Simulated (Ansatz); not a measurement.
# P₂H₄ (triplet): the correlation ladder at a displaced geometry (v2), cc-pVDZ

Aim: climb from Hartree-Fock through coupled cluster and multireference methods for P₂H₄ (triplet) at one geometry and basis, and see what each rung misses.

Computed with Ansatz 0.2.0, Gaussian basis. Level: cc-pVDZ, core rule «outside noble gas», up to 10 orbitals frozen.

To be run: UHF; CCSD(T) on ROHF; CCSD(T) on UHF; BCCD(T) on ROHF; CISD; CCSDT(Q) on ROHF; CCSDT(Q) on UHF; CASSCF and MRCISD+Q, 10 electrons in 10 orbitals; CASSCF and NEVPT2, 10 electrons in 10 orbitals.

27 further runs of the same task are left out: 4 for a known fault of the program, 6 that didn't finish, 17 set aside as unsound or not needed.

### 1 The system

The geometry is a PBE0/def2-TZVP stationary point (not a proven minimum) with its atoms shifted at random (size 0.100 Å).

6 atoms, charge 0, spin multiplicity 3.

Atoms are counted from 1 here; the program's logs count them from 0.

Bond lengths: P1–H3 1.434 Å, P1–H4 1.501 Å, P2–H5 1.399 Å, P2–H6 1.231 Å. Angles: H3–P1–H4 91.3°, H5–P2–H6 93.0°.

As a file:

```xyz
6
H4P2
P     0.0805    0.0758    1.4786
P    -0.0859   -0.0922   -1.5228
H    -0.0067    0.3125    2.8905
H     0.0722   -1.4098    1.6919
H     1.0050    0.7776   -1.6217
H    -0.9053    0.8233   -1.6036
```

### 2 UHF

The input, in.yaml:

```yaml
crystal:
  periodic: [false, false, false]
  atoms:
    - {symbol: P, position_ang: [0.080502, 0.075838, 1.478625]}
    - {symbol: P, position_ang: [-0.085879, -0.092225, -1.522790]}
    - {symbol: H, position_ang: [-0.006749, 0.312517, 2.890538]}
    - {symbol: H, position_ang: [0.072245, -1.409840, 1.691928]}
    - {symbol: H, position_ang: [1.005034, 0.777606, -1.621717]}
    - {symbol: H, position_ang: [-0.905305, 0.823302, -1.603580]}
basis:
  gaussian: {orbitals: cc-pVDZ}
magnetization: {spin_polarized: true, initial_magnetization: 2}
hamiltonian: {xc: hf}
output: {orbitals: {seedname: orbitals}}
```

On the command line:

```bash
> ansatz run in.yaml --threads 1 --pin off --events-out ev --progress --plain --max-ram 2393MiB
```

The runs that follow: CCSD(T) on ROHF; CCSD(T) on UHF; BCCD(T) on ROHF; CISD; CCSDT(Q) on ROHF; CCSDT(Q) on UHF; CASSCF and MRCISD+Q, 10 electrons in 10 orbitals; CASSCF and NEVPT2, 10 electrons in 10 orbitals.

Before running them: what should the planned runs give, taken together? Wanted: UCCSDT(Q) below the RHF energy; RMP2 from UCCSDT(Q); UMP2 from UCCSDT(Q); RCCSD from UCCSDT(Q); RCCSD(T) from UCCSDT(Q); UCCSD(T) from UCCSDT(Q); RCCSDT(Q) from UCCSDT(Q); NEVPT2 valence from UCCSDT(Q); MRCISD+Q valence from UCCSDT(Q).

The runs gave:

| quantity | value |
| --- | --- |
| UCCSDT(Q) below the RHF energy | -7.8408 eV |
| RMP2 from UCCSDT(Q) | +35.88 kcal/mol |
| UMP2 from UCCSDT(Q) | +36.63 kcal/mol |
| RCCSD from UCCSDT(Q) | +5.03 kcal/mol |
| RCCSD(T) from UCCSDT(Q) | +0.96 kcal/mol |
| UCCSD(T) from UCCSDT(Q) | +0.96 kcal/mol |
| RCCSDT(Q) from UCCSDT(Q) | +0.01 kcal/mol |
| NEVPT2 valence from UCCSDT(Q) | +37.26 kcal/mol |
| MRCISD+Q valence from UCCSDT(Q) | +0.82 kcal/mol |
| levels within 1 kcal/mol (43 meV) | RCCSD(T), UCCSD(T), BCCD(T), RCCSDT, UCCSDT, RCCSDT(Q), MRCISD+Q valence |
| T1 diagnostic | 0.019 |
| effectively unpaired electrons | 2.02 |

**Reading.** RCCSD(T) misses by +0.96 kcal/mol, 0.5 % of the correlation energy. One determinant dominates. Of the multireference levels listed MRCISD+Q valence comes nearest in total energy (+0.82 kcal/mol), which doesn't show that its space is the better one. These misses are within one basis, not against nature; the frozen cores of restricted and unrestricted runs differ, which can shift their rows.
